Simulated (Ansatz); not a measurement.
**C₂H₆O₃: one species, many methods**

One table from this session's results is given with a row withheld; the runs are named, their logs left out.

Method: functionals in def2-TZVPP, the program's frozen cores in correlated methods; program: Ansatz 0.2.0, Gaussian basis.

The runs, in order: LDA (SPW92), PBE-D4, revPBE-D4, BLYP-D4, r2SCAN-D4, B97M-V, PBE0-D4, B3LYP-D4, r2SCANh-D4, r2SCAN0-D4, HSE06-D4, BHLYP-D4, CAM-B3LYP-D4, LC-ωPBE, ωB97X-V, ωB97M-V, B2PLYP, PBE-QIDH; CCSD(T)/def2-SVP; CCSD(T)/def2-TZVPP; MP2/def2-QZVPP; extrapolation to the limit; RPA on PBE.

## The geometry

All runs share one geometry, relaxed beforehand with PBE0-D4 in a triple-zeta def2 set.

SMILES `COC(O)O`, 11 atoms, charge 0, spin multiplicity 1.

Atoms are counted from 1 here; the program's logs count them from 0.

Bond lengths: C1–O2 1.410 Å, C1–H6 1.094 Å, C1–H7 1.097 Å, C1–H8 1.089 Å, O2–C3 1.397 Å, C3–O4 1.376 Å, C3–O5 1.384 Å, C3–H9 1.101 Å, O4–H10 0.965 Å, O5–H11 0.962 Å. Angles: O2–C1–H6 111.3°, O2–C1–H7 111.2°, O2–C1–H8 107.0°, H6–C1–H7 108.9°, H6–C1–H8 109.5°, H7–C1–H8 109.0°, C1–O2–C3 113.4°, O2–C3–O4 113.5°, O2–C3–O5 106.4°, O2–C3–H9 109.7°, O4–C3–O5 109.1°, O4–C3–H9 105.7°, O5–C3–H9 112.5°, C3–O4–H10 106.8°, C3–O5–H11 107.1°.

Set-up of the first run:

The input, in.yaml:

```yaml
crystal:
  periodic: [false, false, false]
  atoms:
    - {symbol: C, position_ang: [-1.291373, 0.246739, 0.758354]}
    - {symbol: O, position_ang: [-0.544480, 0.254712, -0.437528]}
    - {symbol: C, position_ang: [0.696915, -0.374977, -0.320870]}
    - {symbol: O, position_ang: [1.580253, 0.299218, 0.489934]}
    - {symbol: O, position_ang: [1.220070, -0.447652, -1.599836]}
    - {symbol: H, position_ang: [-0.771034, 0.786313, 1.554862]}
    - {symbol: H, position_ang: [-1.489746, -0.778572, 1.095481]}
    - {symbol: H, position_ang: [-2.238661, 0.739774, 0.544969]}
    - {symbol: H, position_ang: [0.567299, -1.367001, 0.138730]}
    - {symbol: H, position_ang: [1.859910, 1.085101, 0.004610]}
    - {symbol: H, position_ang: [0.476148, -0.500654, -2.208106]}
basis:
  gaussian: {orbitals: def2-TZVPP}
hamiltonian: {xc: lda}
output: {orbitals: {seedname: orbitals}}
```

Launch:

```sh
ansatz run in.yaml --threads 4 --pin off --events-out ev --progress --plain --max-ram 10444MiB
```

Steps of the session up to this table: LDA; PBE-D4 (GGA); revPBE-D4 (GGA); BLYP-D4 (GGA); r2SCAN-D4 (meta-GGA); B97M-V (meta-GGA); PBE0-D4 (hybrid); B3LYP-D4 (hybrid); r2SCANh-D4 (hybrid); r2SCAN0-D4 (hybrid); HSE06-D4 (hybrid); BHLYP-D4 (hybrid); CAM-B3LYP-D4 (range-separated); LC-ωPBE (range-separated); ωB97X-V (range-separated); ωB97M-V (range-separated); B2PLYP (double hybrid); PBE-QIDH (double hybrid).

One of the session's tables, all rows but one given; the rest of the session is left out.

It belongs to the step «Orbital energies across the functionals». 

| functional | HOMO (eV) | LUMO (eV) | gap (eV) |
| --- | --- | --- | --- |
| LDA (SPW92) | -6.65 | 0.34 | 6.99 |
| PBE-D4 | -6.49 | 0.48 | 6.97 |
| revPBE-D4 | -6.42 | 0.55 | 6.97 |
| BLYP-D4 | -6.43 | 0.41 | 6.84 |
| r2SCAN-D4 | -6.84 | 1.26 | 8.10 |
| B97M-V | -7.00 | 0.75 | 7.76 |
| PBE0-D4 | -8.16 | 1.37 | 9.53 |
| B3LYP-D4 | -7.93 | 0.97 | 8.90 |
| r2SCANh-D4 | -7.47 | 1.53 | 8.99 |
| r2SCAN0-D4 | -8.41 | 1.89 | 10.30 |
| HSE06-D4 | -7.75 | 1.00 | 8.75 |
| BHLYP-D4 | -9.80 | 1.97 | 11.78 |
| CAM-B3LYP-D4 | ? | ? | ? |
| LC-ωPBE | -10.98 | 3.48 | 14.46 |
| ωB97X-V | -10.67 | 3.28 | 13.95 |
| ωB97M-V | -10.61 | 2.79 | 13.40 |

Q: Estimate the row for CAM-B3LYP-D4 from the others.

As computed: HOMO (eV): -9.67; LUMO (eV): 2.11; gap (eV): 11.78. In the column «HOMO (eV)» it lies between BHLYP-D4 (-9.80) and r2SCAN0-D4 (-8.41).
